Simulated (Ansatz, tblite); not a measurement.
Cost and result up the ladder for Si(OH)2H2 (SiO2H4) (7 atoms). Charge 0, multiplicity 1. Geometry: PBE-D4/def2-TZVP.

```tsv
atom	x (Å)	y (Å)	z (Å)
Si1	-0.015	-0.431	0.028
O2	1.041	0.444	0.964
H3	1.689	0.989	0.495
O4	-1.492	0.292	-0.184
H5	-1.531	1.057	-0.777
H6	-0.322	-1.676	0.776
H7	0.630	-0.674	-1.303
```

Ansatz on 2 threads of Intel Xeon on a shared host; xTB runs through tblite on one thread. Times are rough, summed over both states, and most runs start from the orbitals of an earlier one. PBE0-D4/def2-TZVP serves as the yardstick here, not as an exact answer. The other state is a triplet.

The xTB rows come from tblite.

xTB has no spin-polarisation term.

```tsv
level	functions	wall time	vertical triplet (eV)	difference from PBE0-D4/def2-TZVP (eV)
GFN2-xTB	21	0.009 s	7.16	-0.20
GFN1-xTB	25	0.019 s	8.13	0.76
PBE-D4/def2-TZVP (with forces)	123	4.4 s	6.72	-0.65
r2SCAN-D4/def2-TZVP	123	8.2 s	7.08	-0.28
PBE0-D4/def2-TZVP	123	9.7 s	7.36	0.00
```
